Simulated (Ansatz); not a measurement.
`C=NC(F)OC` → `CC(F)OC=N`  (isomerisation)

Computed with Ansatz on PBE0-D4/def2-TZVP structures; ΔE is electronic, products minus reactants. CCSD(T)/CBS is the MP2 limit (def2-TZVPP, def2-QZVPP) plus CCSD(T) − MP2 in def2-TZVPP, frozen cores. Functionals use def2-TZVPP. B3LYP here is the variant with VWN-RPA as its local correlation; programs differ in this. Each species was taken in one conformer, which may not be the lowest.

```tsv
level	ΔE (kJ/mol)	difference from CCSD(T)/CBS
PBE-D4	-88.7	-3.7
r2SCAN-D4	-91.2	-6.2
PBE0-D4	-88.4	-3.4
B3LYP-D4	-84.3	0.7
ωB97X-V	-85.2	-0.2
ωB97M-V	-86.4	-1.4
B2PLYP	-85.7	-0.7
PBE	-89.0	-4.0
r2SCAN	-91.2	-6.2
PBE0	-88.6	-3.6
B3LYP	-84.7	0.3
HF/def2-TZVPP	-79.1	5.9
MP2/def2-TZVPP	-87.5	-2.5
SCS-MP2/def2-TZVPP	-82.7	2.3
CCSD/def2-TZVPP	-81.9	3.1
CCSD(T)/def2-TZVPP	-82.6	2.4
HF/def2-QZVPP	-79.5	5.5
MP2/def2-QZVPP	-89.0	-4.0
SCS-MP2/def2-QZVPP	-84.2	0.8
HF/CBS(def2)	-79.5	5.5
MP2/CBS(def2)	-89.9	-4.9
CCSD/CBS(def2)	-84.2	0.8
CCSD(T)/CBS	-85.0	0
```

Largest T1 diagnostic among the species: 0.013.

In def2-TZVPP, CCSD(T) changes the Hartree–Fock value by −3.5 kJ/mol (the triples alone add −0.7 kJ/mol) and MP2 by −8.4 kJ/mol.
